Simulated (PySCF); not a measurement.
Compound: protonated nitrogen molecule, N2H (charge +1).
Atom-mapped SMILES: `[N:1]#[NH+:2]` (hydrogens: H3 on N2)

Geometry (PBE0-D3(BJ)/def2-SVP, Å), atoms numbered from 1 in this order:
```
atom  x, y, z in Å
N1     1.122    0.211   -0.012
N2     0.035    0.102   -0.009
H3    -1.004   -0.003   -0.007
```

All values: wB97X-D/def2-SVPD (PySCF, non-relativistic), on one gas-phase PBE0-D3(BJ)/def2-SVP geometry that isn't relaxed in the solvent. The solvent is an IEF-PCM continuum (cavity from Bondi-type radii × 1.2). The model holds no explicit solvent molecules, cavitation or dispersion.

Gas phase at wB97X-D/def2-SVPD: HOMO -24.31 eV, LUMO -8.28 eV.

**Question.** What does the continuum do to the energy and the frontier levels at wB97X-D/def2-SVPD in tetrahydrofuran and acetonitrile?

**Answer.** 
| solvent | ε | E(solvent) − E(gas) (kcal/mol) | polarisation term (kcal/mol) | distortion of the solute (kcal/mol) | HOMO (eV) | LUMO (eV) |
| --- | --- | --- | --- | --- | --- | --- |
| tetrahydrofuran | 7.426 | -72.50 | -73.28 | 0.78 | -18.76 | -2.49 |
| acetonitrile | 35.69 | -81.74 | -82.85 | 1.11 | -18.09 | -1.78 |

Polarisation term: ½ Σ q·V over the induced surface charges. Distortion: the rise of the solute's own energy as its density leaves the gas-phase optimum. From tetrahydrofuran to acetonitrile the lowering changes by a factor 1.13, Born's factor 1 − 1/ε by 1.12 and ε itself by 4.8.

**Question.** Which radius a makes Born's formula ΔE = −(q²/2a)(1 − 1/ε) give the value in acetonitrile?

**Answer.** a = q²(1 − 1/ε)/(2|ΔE|) = 1.97 Å, with q = +1 e and |ΔE| = 0.1303 Eh; the farthest nucleus lies 1.08 Å from the centroid of the nuclei. The formula assumes a point charge at the centre of a sphere.

**Question.** How does the static polarisability (wB97X-D/def2-SVPD, frozen core, with the continuum's full static response) change?

**Answer.** 
```csv
medium,isotropic (au),principal values (au),⟨r²⟩ of the electrons (bohr²)
gas,10.0,"7.9, 7.9, 14.1",39.4
tetrahydrofuran,11.4,"8.9, 8.9, 16.4",39.5
acetonitrile,11.7,"9.1, 9.1, 16.9",39.5
```

The isotropic value in acetonitrile is 1.17 times the gas-phase one; no cavity-field correction is applied. ⟨r²⟩ is taken about the centre of nuclear charge.

Hardware: one thread of an Arm Neoverse N1, shared host. Cost: 1.3 s of wall time, 0.27 GiB resident at most. This is the whole response run at wB97X-D/def2-SVPD in acetonitrile, SCF included.

Note: wB97X-D ran without an empirical dispersion term, which enters the total energy and its gradient alone.
